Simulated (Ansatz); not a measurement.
# B₂H₂O, SMILES B1BO1: a short molecular-dynamics run

Program: the Python package of Ansatz (0.2.0).

At the Python prompt:
```pycon
>>> import ansatz as az
>>> import numpy as np
>>> geometry_ang = [
...     ("B", [-0.7571, -0.3932, -0.0959]),
...     ("B", [0.6456, 0.3301, 0.4626]),
...     ("O", [0.2373, -1.0569, 0.5304]),
...     ("H", [-1.4482, -0.145, -1.0301]),
...     ("H", [1.3724, 1.1915, 0.0915]),
... ]
>>> molecule = az.Crystal.molecule()
>>> for symbol, xyz in geometry_ang:
...     molecule = molecule.atom(symbol, xyz)
...
>>> setup = (
...     molecule.calculation()
...     .basis(gaussian="def2-SVP")
...     .functional("b3lyp")
...     .md("nvt_langevin", timestep=0.5, steps=20, temperature=300, initial_velocities="maxwell_boltzmann", seed=16, friction=0.02)
... )
>>> frames = []
>>> done = setup.session().plan().execute(on_event=lambda e: frames.append(e["data"]) if e["event"] == "md_step" else None)
>>> print("t (fs)   E_pot (eV)      E_kin (eV)   T (K)   d(0-1) (A)")
t (fs)   E_pot (eV)      E_kin (eV)   T (K)   d(0-1) (A)
>>> for f in frames[::1]:
...     xyz = np.array(f["positions_ang"])
...     print(f"{f['time_fs']:6.2f} {f['lagrangian_ev']:14.5f} {f['e_kin_ev']:10.5f} {f['temperature_k']:8.1f} {np.linalg.norm(xyz[0] - xyz[1]):9.4f}")
...
  0.00    -3427.74368    0.15511    240.0    1.6741
  0.50    -3427.77720    0.19670    304.3    1.6700
  1.00    -3427.82927    0.25222    390.3    1.6642
  1.50    -3427.90236    0.34701    536.9    1.6570
  2.00    -3427.99853    0.43276    669.6    1.6483
  2.50    -3428.11117    0.53565    828.8    1.6384
  3.00    -3428.23234    0.60100    929.9    1.6272
  3.50    -3428.36063    0.76834   1188.8    1.6143
  4.00    -3428.49448    0.93324   1444.0    1.6002
  4.50    -3428.62446    1.02086   1579.5    1.5859
  5.00    -3428.74405    1.11324   1722.5    1.5720
  5.50    -3428.84843    1.12517   1740.9    1.5581
  6.00    -3428.93737    1.20315   1861.6    1.5449
  6.50    -3429.01292    1.27991   1980.4    1.5330
  7.00    -3429.07143    1.32688   2053.0    1.5217
  7.50    -3429.11275    1.35455   2095.8    1.5114
  8.00    -3429.13811    1.40246   2170.0    1.5025
  8.50    -3429.15096    1.43647   2222.6    1.4953
  9.00    -3429.15588    1.39035   2151.2    1.4900
  9.50    -3429.15791    1.34763   2085.1    1.4872
 10.00    -3429.16380    1.33582   2066.9    1.4871
>>> print("mean temperature", round(float(np.mean([f["temperature_k"] for f in frames])), 1), "K")
mean temperature 1441.1 K
```

What to keep in mind:
- Total energies depend on the basis set; only differences at equal settings carry meaning.
- The trajectory is only some femtoseconds long, so its temperature is not equilibrated; where the script doesn't relax first, it starts from a rough generated geometry.
- b3lyp holds the VWN-RPA fit, as in Gaussian; the form of ORCA and Turbomole is b3lyp5.
- The printed temperature counts all 3N degrees of freedom under Langevin dynamics, so the first row lies under the target.
- Timing: 35 s on 1 thread of Arm Neoverse N1 (shared host), peak memory 0.17 GiB.
